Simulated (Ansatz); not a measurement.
## Match the barriers

Saddle point of BNH$_{6}$O, closed shell (BNH₄ ([BH2][NH2]) + H₂O → BH₃O ([BH2][OH]) + NH₃ (still joined by a long B–N bond); bonds formed: B1–O6, N2–H5; bonds broken: H5–O6; bonds weakened to dative contacts: B1–N2), PBE0-D4/def2-TZVP structure:

```xyz
9
angstrom
B -0.4246 -0.5429 0.1799
N -0.0624 0.9611 0.3888
H -1.5714 -0.7380 -0.1192
H 0.0617 -1.2721 1.0090
H 0.6008 0.4769 -0.7026
O 0.4761 -0.5859 -1.1639
H 0.4626 1.2011 1.2168
H -0.7988 1.6364 0.2440
H 1.2560 -1.1366 -1.0527
```

Ansatz 0.2.0; basis: def2-TZVPP, with def2-QZVPP for the basis limit; cores frozen in the correlated methods. Extrapolation: Hartree–Fock as exp(−7.88 √X), correlation as X^−2.97. Four methods, as single points on the PBE0-D4 structures, gave these electronic barriers from the start structure: 52.0, 58.2, 87.8, 129.8 kJ/mol.

Question: The methods were, in alphabetical order, BHLYP-D4, HF, PBE-D4, r2SCAN-D4. Which gave which? (Judge from chemistry; the calculation decides.)

Answer: Computed: PBE-D4 52.0; r2SCAN-D4 58.2; BHLYP-D4 87.8; HF 129.8 kJ/mol. For comparison, CCSD(T) at an estimated basis limit (MP2 extrapolated from triple and quadruple zeta, plus CCSD(T) − MP2 in triple zeta) gives 75.4 kJ/mol.

No T1 diagnostic of these runs exceeds 0.013.

The step is the kind of ligand exchange by which a precursor binds to a hydroxyl group, or is hydrolysed, in atomic layer deposition of oxides.

Labels in which every atom is bracketed show which atoms are joined, not bond orders.

For scale, one of the runs: CCSD(T)/def2-TZVPP, 177 basis functions, launched by `ansatz run in.yaml --threads 2 --pin off --events-out ev --progress --plain --max-ram 4352MiB`. Time: 28 s of wall clock on 2 CPU threads of an Arm Neoverse V2; the host was shared. Peak host memory: 1.7 GiB.
